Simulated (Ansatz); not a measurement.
Input for Ansatz (development build ahead of 0.2.0):

```yaml
crystal:
  periodic: [false, false, false]
  atoms:
    - { symbol: Si, position_ang: [0.0, 0.0, -1.2671] }
    - { symbol: Si, position_ang: [0.0, 0.0, 1.2671] }
    - { symbol: H, position_ang: [0.0, -1.51585, -1.8249] }
    - { symbol: H, position_ang: [-1.31276, 0.75793, -1.8249] }
    - { symbol: H, position_ang: [1.31276, 0.75793, -1.8249] }
    - { symbol: H, position_ang: [0.0, 1.51585, 1.8249] }
    - { symbol: H, position_ang: [-1.31276, -0.75793, 1.8249] }
    - { symbol: H, position_ang: [1.31276, -0.75793, 1.8249] }
basis:
  gaussian: { orbitals: cc-pVDZ }
hamiltonian:
  xc: hf
correlation:
  method: mp2
  frozen_orbitals: { H: 0, Si: 5 }
```

The input is written out in the form of the current development build from the run's settings.

Results

| Property | Result |
| --- | --- |
| Converged | yes |
| Reference energy | -581.30520 hartree |
| Correlation energy | -0.21531 hartree |
| Total energy | -581.52051 hartree |
| Spin squared of the determinant | 0.000 |

Caution: no unrestricted run beside it, a lower state can exist.
